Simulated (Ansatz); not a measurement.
2H MoS2 was calculated with rVV10 (plane waves, PAW; Ansatz, a first-principles code).

Settings: plane-wave cutoff 520 eV, 12×12×4 k mesh (along the axes of the cell as run), Fermi–Dirac smearing 0.01 eV, no spin polarisation, scalar-relativistic PAW data made under PBE.

Response to compression and expansion:

Shape and atoms are relaxed at each volume.

```json
[
 {"V (Å³/atom)": "17.791", "P (GPa)": "2.29", "direct gap at Γ (eV)": "1.941", "smallest gap on the k mesh (eV)": "0.709", "c (Å)": "12.082"},
 {"V (Å³/atom)": "18.162", "P (GPa)": "1.02", "direct gap at Γ (eV)": "1.962", "smallest gap on the k mesh (eV)": "0.771", "c (Å)": "12.246"},
 {"V (Å³/atom)": "18.532", "P (GPa)": "0.01", "direct gap at Γ (eV)": "1.987", "smallest gap on the k mesh (eV)": "0.834", "c (Å)": "12.422"},
 {"V (Å³/atom)": "18.903", "P (GPa)": "-0.78", "direct gap at Γ (eV)": "2.016", "smallest gap on the k mesh (eV)": "0.896", "c (Å)": "12.608"},
 {"V (Å³/atom)": "19.274", "P (GPa)": "-1.36", "direct gap at Γ (eV)": "2.047", "smallest gap on the k mesh (eV)": "0.958", "c (Å)": "12.806"}
]
```

The fundamental gap (0.83 eV at the equilibrium volume, with added k points) lies elsewhere than Γ–Γ.

Note: the bulk modulus comes from volumes at which shape and atoms were relaxed.

Spin–orbit coupling is not included.
